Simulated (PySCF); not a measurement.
Compound: C3H3FO2.
Geometry (GFN2-xTB, Å), atoms numbered from 1 in this order:
```xyz
9
C3H3FO2 angstrom
O     -0.7448    1.7746    0.7292
C     -0.3028    0.7669    0.2865
C      0.9698    0.3093   -0.3902
O      0.4162   -1.0091   -0.5297
C     -0.7797   -0.6881    0.1315
F     -0.9150   -1.3573    1.3097
H      1.8584    0.3217    0.2476
H      1.1970    0.7735   -1.3528
H     -1.6856   -0.8856   -0.4571
```

Vertical excitations from PySCF (density fitting, frozen core in the response, grid level 2 and gas phase unless stated; continuum runs use non-equilibrium linear response for the excitations) on a GFN2-xTB geometry. Reference run:

```tsv
settings	S1, eV (f)	S2, eV (f)	S3, eV (f)	S4, eV (f)	S5, eV (f)	S6, eV (f)	T1, eV (Tamm–Dancoff)	mean α (au)
KT3/def2-SVPD, TDA, 12 singlets	4.02 (0.000)	4.97 (0.001)	6.44 (0.001)	6.59 (0.051)	6.65 (0.004)	6.78 (0.001)	3.44	43.0
```

What do these settings give: HCTH407/aug-cc-pVDZ, grid level 3, start guess sap, full TDDFT, 6 singlets?

```tsv
settings	S1, eV (f)	S2, eV (f)	S3, eV (f)	S4, eV (f)	S5, eV (f)	S6, eV (f)	T1, eV (Tamm–Dancoff)	mean α (au)
HCTH407/aug-cc-pVDZ, grid level 3, start guess sap, full TDDFT, 6 singlets	3.89 (0.000)	4.77 (0.001)	6.04 (0.045)	6.34 (0.002)	6.36 (0.001)	6.52 (0.001)	3.37	44.0
```

S1 moves by -0.13 eV; functional, basis and response scheme change together, so the shift can't be laid on one. States are counted by energy in each run and needn't keep their character from row to row.

KT3 was designed for NMR shieldings or shifts; total energies of different functionals aren't comparable.

Give the leading configurations of S1 (H = HOMO, L = LUMO) and the HOMO–LUMO gap of each run.

```json
{"settings": "KT3/def2-SVPD, TDA, 12 singlets", "S1 configurations (weight)": "H→L 1.00", "S1 (eV)": "4.02", "orbital gap (eV)": "3.83", "S1 − gap (eV)": "+0.19"}
{"settings": "HCTH407/aug-cc-pVDZ, grid level 3, start guess sap, full TDDFT, 6 singlets", "S1 configurations (weight)": "H→L 1.00", "S1 (eV)": "3.89", "orbital gap (eV)": "3.66", "S1 − gap (eV)": "+0.23"}
```

